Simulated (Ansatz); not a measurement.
A calculation with Ansatz (development build ahead of 0.2.0).

```yaml
crystal:
  periodic: [false, false, false]
  atoms:
    - { symbol: Cl, position_ang: [0.0, 0.0, 0.3768] }
    - { symbol: F, position_ang: [0.0, 0.0, -1.2583] }
    - { symbol: F, position_ang: [0.0, 2.5718, 0.2216] }
    - { symbol: F, position_ang: [0.0, -1.7145, 0.2733] }
basis:
  gaussian: { orbitals: pcseg-2 }
magnetization:
  spin_polarized: true
hamiltonian:
  xc: pbe0
```

The input is written out in the form of the current development build from the run's settings.

The run gave:

```
Converged                       : yes
Total energy                    : -759.15169 hartree
Spin squared of the determinant : 0.560
Stability test                  : minimum
```

Caution: the unrestricted determinant is spin contaminated.
